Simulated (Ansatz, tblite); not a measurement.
Cost and result up the ladder for the cluster Al2H4⁻ (6 atoms). The state is a doublet with charge -1. Geometry: r2SCAN-D4/def2-TZVPD.

```
atom   x (Å)   y (Å)   z (Å)
 Al1  -1.186  -0.132  -0.356
 Al2   1.186   0.132   0.356
  H3   1.682   1.018   1.629
  H4  -2.463   0.558   0.379
  H5  -1.681  -1.019  -1.628
  H6   2.462  -0.557  -0.380
```

Ansatz on 4 threads of Arm Neoverse V1 on a shared host; xTB runs through tblite on one thread. Times are rough, summed over both states, and most runs start from the orbitals of an earlier one. CCSD(T)/def2-TZVPPD serves as the yardstick here, not as an exact answer. The other state is a quartet at its own geometry, which has other bonds, so the gap mixes isomer and spin.

The xTB rows come from tblite. LC-ωPBE has ω = 0.4 bohr⁻¹. Correlated methods freeze 10 core orbitals. The structure comes from a short search, and lower isomers may exist.

Correlated methods converge slowly with the basis.

xTB has no spin-polarisation term.

| level | functions | wall time | quartet − doublet (eV) | difference from CCSD(T)/def2-TZVPPD (eV) | remarks |
| --- | --- | --- | --- | --- | --- |
| GFN2-xTB | 22 | 0.005 s | 2.81 | 0.64 | – |
| GFN1-xTB | 26 | 0.006 s | 3.35 | 1.18 | – |
| LDA (SPW92)/def2-TZVPD | 122 | 1.2 s | 2.24 | 0.07 | HOMO above zero (doublet), HOMO above zero (quartet) |
| MP2/def2-TZVPD | 122 | 1.3 s | 2.07 | -0.10 | – |
| revPBE-D4/def2-TZVPD | 122 | 2.5 s | 1.96 | -0.20 | HOMO above zero (doublet), HOMO above zero (quartet) |
| PBE-D4/def2-TZVPD (with forces) | 122 | 2.6 s | 2.04 | -0.13 | HOMO above zero (doublet), HOMO above zero (quartet) |
| LC-ωPBE/def2-TZVPD | 122 | 2.9 s | 2.04 | -0.13 | – |
| BHLYP-D4/def2-TZVPD | 122 | 3.3 s | 2.21 | 0.04 | – |
| RPA@PBE/def2-TZVPD | 122 | 3.3 s | 2.11 | -0.05 | – |
| PBE0-D4/def2-TZVPD | 122 | 3.7 s | 2.05 | -0.11 | HOMO above zero (doublet), HOMO above zero (quartet) |
| B2PLYP/def2-TZVPD | 122 | 3.9 s | 2.22 | 0.05 | – |
| r2SCAN-D4/def2-TZVPD | 122 | 5.8 s | 1.94 | -0.23 | HOMO above zero (doublet), HOMO above zero (quartet) |
| CCSD(T)/def2-TZVPPD | 164 | 35 s | 2.17 | 0.00 | – |
